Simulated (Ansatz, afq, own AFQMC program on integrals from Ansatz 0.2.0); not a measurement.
## ScNH$_{2}$, singlet in def2-SVP, levels against CCSDT(Q)

```xyz
4

Sc    0.0000    0.0000    0.5199
N     0.0000    0.0000   -1.3854
H     0.0000    0.8279   -1.9692
H     0.0000   -0.8279   -1.9692
```

Connectivity, by distances: Sc–NH2.

Basis def2-SVP. Noble-gas cores (and the filled d shells of Ga–Kr and In–Xe) are frozen. Integrals, coupled cluster, full CI and functionals: Ansatz 0.2.0; the random walks run on the same integrals in our own AFQMC program. ph-AFQMC/CISD is guided by a CISD state made of CCSD amplitudes; releasing the constraint for a short imaginary time cuts its bias at the price of noise, slowly where states lie close. Free projection: walkers drawn from exp(T), propagated without any constraint. Its projection time is finite, and what remains of the start isn't in its error. Uncertainties: one standard error, sampling alone. The metal's outer-core s and p shells are frozen, which shifts wave-function levels against functionals.

Determinant: RHF, the one that the program's search chose, which needn't be the lowest solution. The geometry is a point of a scan.

No full CI on the walks' own integrals is used here; CCSDT(Q) serves as the reference and is uncertain by about the last step of the cluster series.

Cautions: no relativity below Rb; outer-core shells of the metal frozen; higher spins were not checked; restricted determinant unstable towards unrestricted (UHF 84 meV lower, ⟨S²⟩ 0.71).

The T1 diagnostic is 0.0238. The weight of the determinant in the CISD state is 0.850. The size of the correlated space is 10 electrons in 45 orbitals.

Reference: CCSDT(Q), correlation energy -7.029 eV. The released energy is read at 2.00 1/Eh, later times being too noisy (meV from the phaseless value at times in 1/Eh: -22 ± 21 at 0.60, -35 ± 34 at 1.20, 21 ± 38 at 2.00, -72 ± 61 at 3.00, -85 ± 103 at 4.20).

```json
{"level": "HF", "E − E(reference) (meV)": "7029.1", "share of correlation (%)": "0.00"}
{"level": "MP2", "E − E(reference) (meV)": "868.8", "share of correlation (%)": "87.64"}
{"level": "CCSD", "E − E(reference) (meV)": "288.8", "share of correlation (%)": "95.89"}
{"level": "CCSD(T)", "E − E(reference) (meV)": "43.1", "share of correlation (%)": "99.39"}
{"level": "CCSDT", "E − E(reference) (meV)": "26.7", "share of correlation (%)": "99.62"}
{"level": "ph-AFQMC/CISD", "E − E(reference) (meV)": "23.6 ± 20.9", "share of correlation (%)": "99.66"}
{"level": "released AFQMC", "E − E(reference) (meV)": "45.1 ± 38.2", "share of correlation (%)": "99.36"}
{"level": "free AFQMC", "E − E(reference) (meV)": "48.0 ± 23.9", "share of correlation (%)": "99.32"}
```

Free projections are given only where their last times agree within the noise and don't stop above the reference; a slow remainder of the start can still hide under it. A walk keeps the symmetry of its determinant, which the program's search chose and which needn't be the lowest solution, so a lower state of the same spin and another symmetry isn't excluded. Released energies are given only where the last usable release times agree within the noise; a slower fall can still hide under it.
